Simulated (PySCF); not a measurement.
Ranking problems on computed properties.

Species are written as SMILES; each is one conformer at its optimised geometry, gas phase (atoms past krypton carry core potentials, spin–orbit coupling is left out); the electronic structure was computed with PySCF and density fitting.

Dipoles, sizes and rotational constants follow the conformer. The torsions of the flexible species, by atom-mapped SMILES:
- `[CH2:1]=[CH:2][Si:3]([SiH3:4])([SiH3:5])[CH:6]1[CH2:7][CH2:8]1`: C1–C2–Si3–Si4 -9°, C2–Si3–C6–C7 -160°
- `[N:1]#[C:2][CH2:3][C:4](=[O:5])[OH:6]`: C2–C3–C4–O5 173°, H–O6–C4–C3 -179°
- `[CH2:1]=[CH:2][C:3](=[CH2:4])[CH2:5][SiH2:6][SiH2:7][SiH3:8]`: C1–C2–C3–C4 178°, C2–C3–C5–Si6 75°, C3–C5–Si6–Si7 33°, C5–Si6–Si7–Si8 -73°
- `[CH2:1]=[CH:2]/[CH:3]=[CH:4]\[S@@:5]([CH3:6])=[O:7]`: C1–C2–C3–C4 -177°, C3–C4–S5–C6 111°
- `[CH3:1][O:2][C:3]([O:4][C:5]([F:6])([F:7])[F:8])=[C:9]([F:10])[F:11]`: C1–O2–C3–O4 115°, O2–C3–O4–C5 -85°, C3–O4–C5–F6 -178°

The conformers of `FC(F)[SiH]1CC=CC1` and `C=C[SiH]1C[SiH2]C[SiH2]C1` aren't listed.

(1) Rank by static isotropic polarisability, lowest first (B3LYP/def2-SVPD at PBE0-D3(BJ)/def2-SVP geometries).
A. `FC(F)[SiH]1CC=CC1`
B. `C=C[SiH]1C[SiH2]C[SiH2]C1`
C. `N#CCC(=O)O`
D. `C=CC(=C)C[SiH2][SiH2][SiH3]`
E. `C1([Si](C=C)([SiH3])[SiH3])CC1`

(2) Give the two extremes of that set as polarisability volumes in Å³.

(3) Rank by HOMO–LUMO gap, highest first (B3LYP/def2-SVPD at PBE0-D3(BJ)/def2-SVP geometries).
A. `C=C[Si]([SiH3])([SiH3])C1CC1`
B. `FC(F)[SiH]1CC=CC1`
C. `C(C(=C)C=C)[SiH2][SiH2][SiH3]`
D. `N#CCC(=O)O`

(4) Give the two extremes of that set in kcal/mol.

(5) Rank by lowest triplet excitation (Tamm–Dancoff), lowest first (TDA B3LYP/def2-SVPD at PBE0-D3(BJ)/def2-SVP geometries).
A. `C=C[Si]([SiH3])([SiH3])C1CC1`
B. `N#CCC(=O)O`
C. `C=CC(=C)C[SiH2][SiH2][SiH3]`
D. `C=C[SiH]1C[SiH2]C[SiH2]C1`

(6) By how much do the two ends of that ranking differ?

(7) Rank by dipole moment, lowest first (CAM-B3LYP/def2-SVPD at PBE0-D3(BJ)/def2-SVP geometries).
A. `BC1C=C1` (C3H5B)
B. `COC(OC(F)(F)F)=C(F)F` (C4H3F5O2)
C. `C=C/C=C\[S@@](C)=O` (C5H8OS)
D. `[Cl][Ta]([Cl])([Cl])=[Se]` (Cl3SeTa)
E. `B=O` (BHO)

(8) Give the two extremes of that set in atomic units.

(9) Rank by HOMO energy, lowest first (B3LYP/def2-SVPD at PBE0-D3(BJ)/def2-SVP geometries).
A. `C=C[SiH]1C[SiH2]C[SiH2]C1`
B. `FC(F)[SiH]1CC=CC1`
C. `C=CC(=C)C[SiH2][SiH2][SiH3]`
D. `N#CCC(=O)O`

(10) Give the two extremes of that set in hartree.

(11) Rank by vertical ionisation energy, highest first (ΔSCF B3LYP/def2-SVPD at PBE0-D3(BJ)/def2-SVP geometries).
A. `N#CCC(=O)O`
B. `C=CC(=C)C[SiH2][SiH2][SiH3]`
C. `C1[SiH2]C[SiH](C[SiH2]1)C=C`
D. `C=C[Si]([SiH3])([SiH3])C1CC1`

(12) By how much do the two ends of that ranking differ?

Results:

(1) C (47.1 au), A (84.0 au), B (137.5 au), E (149.1 au), D (151.4 au).

(2) `N#CCC(=O)O`: 6.98 Å³; `C=CC(=C)C[SiH2][SiH2][SiH3]`: 22.44 Å³.

(3) D (7.66 eV), B (6.99 eV), A (6.24 eV), C (5.30 eV).

(4) `C=CC(=C)C[SiH2][SiH2][SiH3]`: 122 kcal/mol; `N#CCC(=O)O`: 177 kcal/mol.

(5) C (3.13 eV), A (4.14 eV), D (4.27 eV), B (5.40 eV).

(6) By 2.27 eV, between `N#CCC(=O)O` and `C=CC(=C)C[SiH2][SiH2][SiH3]`.

(7) D (0.83 D), A (1.53 D), B (2.16 D), E (2.89 D), C (4.72 D).

(8) `[Cl][Ta]([Cl])([Cl])=[Se]`: 0.33 au; `C=C/C=C\[S@@](C)=O`: 1.86 au.

(9) D (-8.71 eV), A (-7.54 eV), B (-7.15 eV), C (-6.65 eV).

(10) `N#CCC(=O)O`: -0.320 Eh; `C=CC(=C)C[SiH2][SiH2][SiH3]`: -0.244 Eh.

(11) A (11.17 eV), C (9.33 eV), D (8.81 eV), B (8.51 eV).

(12) By 2.66 eV, between `N#CCC(=O)O` and `C=CC(=C)C[SiH2][SiH2][SiH3]`.
